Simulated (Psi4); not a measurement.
**CH5BN− (SMILES [BH3-]N=C): a first try and a second**

Aim: energy and one-electron properties of CH5BN− at UB3LYP5/cc-pVTZ (density fitting).

Program for the calculation: Psi4 1.11.

## 1. The structure to begin with

CH5BN− has 8 atoms, charge -1, and is taken as a singlet. SMILES: `[BH3-]N=C`. The coordinates come from a GFN2-xTB relaxation.

Bond lengths: B1–N2 1.547 Å, N2–C3 1.237 Å, B1–H4 1.227 Å, B1–H5 1.222 Å, B1–H6 1.227 Å, C3–H7 1.118 Å, C3–H8 1.106 Å. Angles: B1–N2–C3 122.9°, N2–B1–H4 109.8°, N2–B1–H5 108.3°, N2–B1–H6 109.4°, N2–C3–H7 126.8°, N2–C3–H8 120.8°, H4–B1–H5 110.1°, H4–B1–H6 109.4°, H5–B1–H6 109.9°, H7–C3–H8 112.4°.

## 2. The input as first written

File calc.inp:

```
memory 1600 mb

molecule {
  -1 1
  B      0.165600     1.032650     0.317000
  N      0.676790    -0.343350    -0.170270
  C     -0.078150    -1.293200    -0.410600
  H     -0.623460     1.495860    -0.501040
  H      1.127090     1.777360     0.440280
  H     -0.400090     0.897810     1.397340
  H     -1.192360    -1.302570    -0.318090
  H      0.324580    -2.264550    -0.754640
  units angstrom
  no_reorient
  no_com
}

set globals {
  reference uks
  s_orthogonalization lowdin
}

e_tot, wfn = energy('b3lyp5/cc-pVTZ', return_wfn=True)
oeprop(wfn, 'ESP_AT_NUCLEI', 'MULLIKEN_CHARGES', title='B3LYP5')
```

Command:

```bash
$ psi4 -n 1 calc.inp calc.out
```

calc.out:

```text
Psi4 1.11 release

RuntimeError:
Fatal Error: LOWDIN is not a valid choice

Printing out the relevant lines from the Psithon --> Python processed input file:
      no_reorient
      no_com
    """)
    core.IO.set_default_namespace("")
    core.set_global_option("REFERENCE", "uks")
--> core.set_global_option("S_ORTHOGONALIZATION", "lowdin")
    e_tot, wfn = energy('b3lyp5/cc-pVTZ', return_wfn=True)
    oeprop(wfn, 'ESP_AT_NUCLEI', 'MULLIKEN_CHARGES', title='B3LYP5')

!----------------------------------------------------------------------------------!
!                                                                                  !
! Fatal Error: LOWDIN is not a valid choice                                        !
!                                                                                  !
!----------------------------------------------------------------------------------!

    Psi4 run time: 0:00:00.04
```

Run time: 0.89 s. Hardware: 1 thread of Intel Xeon Platinum 8488C (Sapphire Rapids), shared host; peak memory 0.14 GiB.

## 3. Diagnosis

The input was rejected.

The telling line is `Fatal Error: LOWDIN is not a valid choice`. What is wrong: an option has a value that the program doesn't accept. To mend it: s orthogonalization at its default in place of lowdin.

## 4. Second attempt

File job.inp:

```
memory 1600 mb

molecule {
  -1 1
  B      0.165600     1.032650     0.317000
  N      0.676790    -0.343350    -0.170270
  C     -0.078150    -1.293200    -0.410600
  H     -0.623460     1.495860    -0.501040
  H      1.127090     1.777360     0.440280
  H     -0.400090     0.897810     1.397340
  H     -1.192360    -1.302570    -0.318090
  H      0.324580    -2.264550    -0.754640
  no_reorient
  no_com
}

set {
  reference uks
}

e_tot, wfn = energy('b3lyp5/cc-pVTZ', return_wfn=True)
oeprop(wfn, 'ESP_AT_NUCLEI', 'MULLIKEN_CHARGES', title='B3LYP5')
```

Command:

```bash
$ psi4 -n 1 job.inp job.out
```

job.out (excerpt; [...] marks lines left out):

```text
[...]
  Running in c1 symmetry.
[...]
  Nuclear repulsion =   63.941238414873794
[...]
  Multiplicity = 1
[...]
  Nalpha       = 12
  Nbeta        = 12
[...]
    Number of basis functions: 160
[...]
   @DF-UKS iter   1:  -120.20943283192895   -2.92842e-01   5.67830e-03 DIIS/ADIIS
[...]
   @DF-UKS iter   9:  -120.68300706101448   -9.68623e-08   5.54844e-07 DIIS
[...]
   @S^2 Observed:               -4.973799150E-14
[...]
  @DF-UKS Final Energy:  -120.68300706101448
   => Energetics <=
    Nuclear Repulsion Energy =             63.9412384148737942
    One-Electron Energy =                -293.2674161938206225
    Two-Electron Energy =                 123.5050167603692017
    DFT Exchange-Correlation Energy =     -14.8618460424368557
    Empirical Dispersion Energy =           0.0000000000000000
    VV10 Nonlocal Energy =                  0.0000000000000000
    Total Energy =                       -120.6830070610144787
[...]
 Multipole Moments:
 ------------------------------------------------------------------------------------
     Multipole            Electronic (a.u.)      Nuclear  (a.u.)        Total (a.u.)
 ------------------------------------------------------------------------------------
 L = 1.  Multiply by 2.5417464519 to convert [e a0] to [Debye]
 Dipole X            :         -8.8046973            8.1870306           -0.6176667
 Dipole Y            :          7.0500641           -8.3062723           -1.2562082
 Dipole Z            :          3.0673644           -3.4140548           -0.3466904
 Magnitude           :                                                    1.4421392
[...]
  Mulliken Charges: (a.u.)
   Center  Symbol    Alpha    Beta     Spin     Total
       1     B     2.55930  2.55930 -0.00000 -0.11860
       2     N     3.59511  3.59511 -0.00000 -0.19022
       3     C     3.04935  3.04935  0.00000 -0.09870
       4     H     0.58698  0.58698  0.00000 -0.17396
       5     H     0.59361  0.59361  0.00000 -0.18722
       6     H     0.58552  0.58552  0.00000 -0.17104
       7     H     0.53151  0.53151  0.00000 -0.06302
       8     H     0.49862  0.49862  0.00000  0.00276
   Total alpha = 12.00000, Total beta = 12.00000, Total charge = -1.00000
[...]
```

Run time: 15 s. Hardware: 1 thread of Intel Xeon Platinum 8488C (Sapphire Rapids), shared host; peak memory 1 GiB.

Atomic charges (e):

```tsv
atom	Mulliken
B1	-0.119
N2	-0.190
C3	-0.099
H4	-0.174
H5	-0.187
H6	-0.171
H7	-0.063
H8	+0.003
```

## 5. What came out

At UB3LYP5/cc-pVTZ (density fitting):

```
                                             quantity          value
                                         total energy  -120.68301 Eh
                                          HOMO energy       -0.44 eV
                                          LUMO energy        5.10 eV
HOMO–LUMO gap (to an unbound level, set by the basis)        5.54 eV
```
